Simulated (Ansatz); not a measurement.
System: litharge SnO. Method: RPBE (Ansatz, a quantum-chemistry and plane-wave program, PAW).

Run with plane-wave cutoff 520 eV, 10×10×8 k mesh (along the axes of the cell as run), Fermi–Dirac smearing 0.01 eV, scalar-relativistic PAW data made under PBE.

Cell (relaxed at this level):

Space group P4/nmm, origin choice 1 (No. 129); a = b = 3.911 Å, c = 5.764 Å, α = β = γ = 90.00°

```json
[
 {"atom": "Sn", "site": "2c", "symmetry": "4mm", "x": "0.0000", "y": "0.5000", "z": "0.2024"},
 {"atom": "O", "site": "2a", "symmetry": "-4m2", "x": "0.0000", "y": "0.0000", "z": "0.0000"}
]
```

Q: Predict the band gap and smallest direct gap on the k points sampled.

A: 
band gap: 1.52 eV
smallest direct gap on the k points sampled: 1.84 eV

Note: for a layered or molecular solid the relaxed cell lies over 5 % above the published volume, where the minimum can be shallow; the cell comes from a level without a dispersion term, which matters for the spacing of layers, chains or molecules.

Spin–orbit coupling is not included.

Computing time: roughly 12 core-minutes.
